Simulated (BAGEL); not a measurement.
**How the cost of ROHF grows with the basis: doublet [C4H10O2]+**

[C4H10O2]+: 16 atoms, total charge +1, spin state doublet. As SMILES of the parent species, `COC(C)OC`. Geometry: relaxed at PBE0-D4/def2-TZVP. This is one conformer, not always the lowest. That shape belongs to the parent species and isn't relaxed for this state.

ROHF (density fitting with tzvpp-jkfit), energy, BAGEL 1.2.2, on 1 thread of Intel Xeon at 2.30GHz, shared host. N is the number of basis functions, t the processor time.

| basis | N | t (s) | ln N | ln t |
| --- | --- | --- | --- | --- |
| pcseg-0 | 74 | 5.2 | 4.304 | 1.649 |
| pcseg-1 | 134 | 9.3 | 4.898 | 2.230 |
| aug-pcseg-1 | 228 | ? | 5.429 | ? |
| pcseg-2 | 320 | 35 | 5.768 | 3.555 |

**Question.** Fit t = C·Nᵖ to the known rows and estimate the time in aug-pcseg-1.

**Answer.** 
1. Means of the 3 rows: ln N = 4.99000, ln t = 2.4780.
2. Σ(Δln N)² = 1.0843, Σ(Δln N·Δln t) = 1.4294, so the slope is 1.4294/1.0843 = 1.3183.
3. Intercept: 2.4780 − (1.3183) × 4.99000 = -4.1003. The largest residual of the fit is 0.127.
4. ln t = -4.1003 + 1.3183 × 5.429, so t ≈ 21 s.

The run took 19 s, so the estimate is too long by a factor of about 1.1. The fitted power is 1.3, with the electron count fixed. So low a power shows that fixed costs still weigh. SCF iterations also vary, from 25 to 32.
